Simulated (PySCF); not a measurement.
# C2H3FS: the cost of one run

Programs: PySCF 2.14.0, with density-fitted response routines of our own. Each step states its level of theory. These are calculated values for one molecule in the gas phase, unless marked as measured. Atoms are numbered from 0 throughout.

### 1 The starting structure

7 atoms, charge 0, multiplicity 1; geometry from: GFN2-xTB. The atoms were then displaced at random by about 0.01 Å, so the start is not that level's minimum.

Bonds of the start (Å): F0–C1 1.36, C1–C2 1.47, C2–S3 1.64, C1–H4 1.10, C1–H5 1.10, C2–H6 1.11.

### 2 Optimising the geometry at PBE0-D3(BJ)/def2-SVP

Job settings and geometry (Å):

```
{"job": {"xc": "PBE0", "basis": "def2-SVP", "d3": "d3bj", "grid": 1, "shake": 0.01, "kind": "geom"}, "charge": 0, "multiplicity": 1}
F     -1.178120     0.396900     1.163480
C     -0.642550     0.100810    -0.048530
C      0.804710    -0.130690     0.074250
S      1.808680    -0.522380    -1.158940
H     -1.150960    -0.798910    -0.428680
H     -0.847740     0.941610    -0.735380
H      1.239940    -0.016430     1.083880
```

Started as:

```sh
$ OMP_NUM_THREADS=1 python probes_run.py task.json out
```

The driver reads the jobs from task.json and runs them one after another.

**Question.** How long does this first job take on 1 thread of Arm Neoverse V1, shared host, and how much memory does it need?

About 9 s, with a peak of 0.32 GiB.
